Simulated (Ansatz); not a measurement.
**SiH3S radical: a ladder of functionals and wavefunction methods**

The task here is to estimate one member of a computed series from the others.

Program: Ansatz 0.2.0, Gaussian basis. Level of theory: functionals in def2-TZVPP, the program's frozen cores in correlated methods. These are calculated values, not measurements.

The runs, in order: LDA (SPW92), PBE-D4, revPBE-D4, BLYP-D4, r2SCAN-D4, B97M-V, PBE0-D4, B3LYP-D4, r2SCANh-D4, r2SCAN0-D4, HSE06-D4, BHLYP-D4, CAM-B3LYP-D4, LC-ωPBE, ωB97X-V, ωB97M-V, B2PLYP, PBE-QIDH; CCSD(T)/def2-SVP; CCSD(T)/def2-TZVPP; CCSD(T)/def2-QZVPP; extrapolation to the limit; RPA on PBE.

**Structure used throughout**

All runs share one geometry, relaxed beforehand with PBE0-D4 in a triple-zeta def2 set.

SMILES `[SiH3][S]`, 5 atoms, charge 0, spin multiplicity 2.

Atoms are counted from 1 here; the program's logs count them from 0.

Bond lengths: Si1–S2 2.120 Å, Si1–H3 1.485 Å, Si1–H4 1.485 Å, Si1–H5 1.489 Å. Angles: S2–Si1–H3 112.2°, S2–Si1–H4 112.2°, S2–Si1–H5 103.6°, H3–Si1–H4 109.4°, H3–Si1–H5 109.7°, H4–Si1–H5 109.7°.

Set-up of the first run:

in.yaml reads:

```yaml
crystal:
  periodic: [false, false, false]
  atoms:
    - {symbol: Si, position_ang: [-0.120930, -0.027132, -0.030157]}
    - {symbol: S, position_ang: [1.957819, -0.299860, 0.285379]}
    - {symbol: H, position_ang: [-0.937973, -0.679738, 1.024120]}
    - {symbol: H, position_ang: [-0.554266, -0.517292, -1.363168]}
    - {symbol: H, position_ang: [-0.294850, 1.450323, 0.042425]}
basis:
  gaussian: {orbitals: def2-TZVPP}
magnetization: {spin_polarized: true, initial_magnetization: 1}
hamiltonian: {xc: lda}
output: {orbitals: {seedname: orbitals}}
```

Run with:

```sh
$ ansatz run in.yaml --threads 2 --pin off --events-out ev --progress --plain --max-ram 32768MiB --backend cpu
```

Steps of the session up to this table: LDA; PBE-D4 (GGA); revPBE-D4 (GGA); BLYP-D4 (GGA); r2SCAN-D4 (meta-GGA); B97M-V (meta-GGA); PBE0-D4 (hybrid); B3LYP-D4 (hybrid); r2SCANh-D4 (hybrid); r2SCAN0-D4 (hybrid); HSE06-D4 (hybrid); BHLYP-D4 (hybrid); CAM-B3LYP-D4 (range-separated); LC-ωPBE (range-separated); ωB97X-V (range-separated); ωB97M-V (range-separated); B2PLYP (double hybrid); PBE-QIDH (double hybrid).

One table of the session follows, with a row left open; its other results are not shown here.

It belongs to the step «Frontier levels by functional». 

```
  functional  HOMO (eV)  LUMO (eV)  gap (eV)
 LDA (SPW92)      -6.17      -6.14      0.03
      PBE-D4      -6.14      -5.74      0.39
   revPBE-D4      -6.11      -5.65      0.47
     BLYP-D4      -5.99      -5.69      0.30
   r2SCAN-D4      -6.44      -5.38      1.05
      B97M-V      -6.53      -5.61      0.92
     PBE0-D4      -7.40      -4.61      2.79
    B3LYP-D4      -7.15      -4.98      2.18
  r2SCANh-D4      -6.90      -4.97      1.93
  r2SCAN0-D4      -7.59      -4.34      3.25
    HSE06-D4      -6.99      -5.00      1.99
    BHLYP-D4      -8.50      -3.45      5.05
CAM-B3LYP-D4      -8.74      -3.47      5.27
     LC-ωPBE     -10.18      -2.02      8.16
     ωB97X-V          ?          ?         ?
     ωB97M-V      -9.58      -2.61      6.98
```

**Question.** Estimate the row for ωB97X-V.

As computed: HOMO (eV): -9.79; LUMO (eV): -2.50; gap (eV): 7.29. In the column «HOMO (eV)» it lies between LC-ωPBE (-10.18) and ωB97M-V (-9.58).
